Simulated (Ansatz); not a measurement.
Barrier from HF (fluorane, SMILES F) + CH3 (SMILES [CH3], doublet) to the saddle point below; all geometries are those of the NHTBH38 set.
```xyz
6

H      0.0147     0.0000    -2.0009
F      0.0056     0.0000    -0.7625
C     -0.0066     0.0000     0.9061
H      1.0452     0.0000     1.1498
H     -0.5352     0.9125     1.1382
H     -0.5352    -0.9125     1.1382
```
Charge 0, spin multiplicity 2.

Total energies in hartree (Ansatz, a quantum-chemistry and plane-wave program). Radicals and triplets start from unrestricted determinants; spin-orbit coupling is neglected. Correlated methods leave the cores frozen. No relativity. The UHF reference of CH4F (saddle point or complex, doublet) is spin-contaminated (<S^2> up to 0.07 over the pure value in the sets run).

```tsv
species	HF/aug-cc-pVTZ	CCSD(T)/aug-cc-pVTZ	HF/aug-cc-pVQZ	CCSD(T)/aug-cc-pVQZ	CCSD(T)/aug-cc-pVDZ	CCSDT(Q)/aug-cc-pVDZ
1: HF (fluorane, SMILES F)	-100.06114	-100.34954	-100.06863	-100.37738	-100.26356	-100.26411
2: CH3 (SMILES [CH3], doublet)	-39.57801	-39.76365	-39.58044	-39.77334	-39.72420	-39.72481
3: CH4F (complex or saddle point, doublet)	-139.52253	-140.02350	-139.53192	-140.06030	-139.89909	-139.90086
```

Problem. Work out the barrier height (electronic, no zero-point energy) in kJ/mol: take Hartree-Fock from aug-cc-pVQZ, extrapolate the CCSD(T) correlation energy as X^-3 (X = 3, 4), and add CCSDT(Q) - CCSD(T) in aug-cc-pVDZ. 1 hartree = 2625.5 kJ/mol.

Solution. 
Species 1: correlation (64·(-0.30875) - 27·(-0.28840))/37 = -0.32360; step -0.00055; E1 = -100.06863 + (-0.32360) + (-0.00055) = -100.39278
Species 2: correlation (64·(-0.19290) - 27·(-0.18564))/37 = -0.19820; step -0.00061; E2 = -39.58044 + (-0.19820) + (-0.00061) = -39.77925
Species 3: correlation (64·(-0.52838) - 27·(-0.50097))/37 = -0.54838; step -0.00177; E3 = -139.53192 + (-0.54838) + (-0.00177) = -140.08207
-1·E1 -1·E2 +1·E3 = 0.08996 hartree = 236.2 kJ/mol. Published benchmark value: 57.0 kcal/mol (Zhao et al., NHTBH38), a best estimate, not a measurement. The composite differs from it by -2.4 kJ/mol; core, relativistic and spin-orbit terms are not in it.
